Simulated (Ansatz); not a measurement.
`NCC=C=O` + H₂ → `C=C=O` + CH₃NH₂ at 298.15 K and 1 bar (hydrogenolysis of a C–C bond).

Isolated molecules relaxed with PBE0-D4/def2-TZVP in Ansatz; ΔE leaves out vibrations. CBS: MP2 limit from def2 TZ/QZ plus the TZ coupled-cluster correction, frozen cores. This one scheme is used for every species. Each species was taken in one conformer, which may not be the lowest.

| species | CCSD(T)/CBS energy (Eh) | H − E (kJ/mol) | S (J/(mol·K)) |
| --- | --- | --- | --- |
| `NCC=C=O` | -246.99148 | 225.7 | 317.6 |
| H₂ | -1.17544 | 35.1 | 130.4 |
| `C=C=O` | -152.43640 | 95.0 | 241.3 |
| CH₃NH₂ | -95.75281 | 180.0 | 240.4 |

H − E and S are ideal-gas, rigid-rotor, harmonic terms from PBE0-D4/def2-TZVP, for one conformer and one mirror image of each species. The MP2-based limit puts H₂ 0.8 mEh under its directly extrapolated value; such offsets cancel only in part. 1 Eh = 2625.50 kJ/mol, R = 8.31446 J/(mol·K).

**Question.** By hand: ΔE, ΔH, ΔS and ΔG.

**Answer.** ΔE = (-152.43640) + (-95.75281) − (-246.99148) − (-1.17544) = -0.02229 Eh = -58.5 kJ/mol. Δ(H − E) = 95.0 + 180.0 − 225.7 − 35.1 = 14.2, so ΔH = -44.3 kJ/mol. ΔS = 241.3 + 240.4 − 317.6 − 130.4 = 33.7 J/(mol·K). ΔG = -44.3 − 298.15 × (33.7)/1000 = -54.3 kJ/mol.

**Question.** By hand: the equilibrium constant, and the temperature at which ΔG would vanish if ΔH and ΔS stayed fixed.

**Answer.** log₁₀ K = −ΔG/(RT ln 10) = 9.5. ΔH and −TΔS have one sign here, so there is no such temperature.

ΔH outweighs TΔS. A doubt of 5 kJ/mol in ΔE shifts log₁₀ K by 0.9 here. Other conformers and mirror images would add mixing entropy, several J/(mol·K) or more a flexible species. These are equilibria of isolated gas molecules and say nothing of rates. Largest T1 diagnostic: 0.016 (customary marks: 0.02 for closed shells, 0.045 for open ones).
